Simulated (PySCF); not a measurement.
**CH3NS: core ionisation energies**

Species: thioformamide, CH₃NS.
Geometry (PBE0-D3(BJ)/def2-SVP, Å), atoms numbered from 1 in this order:
```xyz
6
CH3NS angstrom
N     -0.707   -0.145    0.047
C      0.583    0.189   -0.079
S      1.850   -0.845   -0.054
H     -0.950   -1.120    0.184
H     -1.441    0.551    0.042
H      0.728    1.275   -0.209
```

Computed, not measured: PySCF, delta-SCF UKS SCAN, pcX-2 on the ionised atom, pcseg-1 elsewhere, spin-free X2C. Binding energies are ΔSCF values: E(core-ionised, relaxed orbitals) − E(ground state) at a fixed geometry, referred to the vacuum level.

What binding energy does each computed site have?

```csv
atom(s),bonded to,level,binding energy (eV),count
C2,"N, S (double bond) and H",C 1s,293.01,1
N1,C and 2 H,N 1s,406.62,1
S3,C (double bond),S 1s,2475.95,1
```

Which photon energy gives electrons from S 1s of S3 a kinetic energy of 20 eV, and what is their de Broglie wavelength?

hν = 2475.95 + 20 = 2495.95 eV, recoil neglected; λ = 12.264 Å/√(E/eV) = 2.74 Å.

Which effective nuclear charge Zeff reproduces each element's mean 1s value in the hydrogen-like formula E = 13.606 eV × Zeff²?

C (Z = 6): mean 293.0 eV, Zeff = 4.64, Z − Zeff = 1.36; N (Z = 7): mean 406.6 eV, Zeff = 5.47, Z − Zeff = 1.53; S (Z = 16): mean 2476.0 eV, Zeff = 13.49, Z − Zeff = 2.51. Means run over the listed sites, weighted by atom count.

Not every level is listed. Spin contamination (⟨S²⟩ against 0.75 for a pure doublet) is marked for C 1s of C2 (0.96), which makes this value less certain. Isolated species at its PBE0-D3(BJ)/def2-SVP geometry, gas phase.
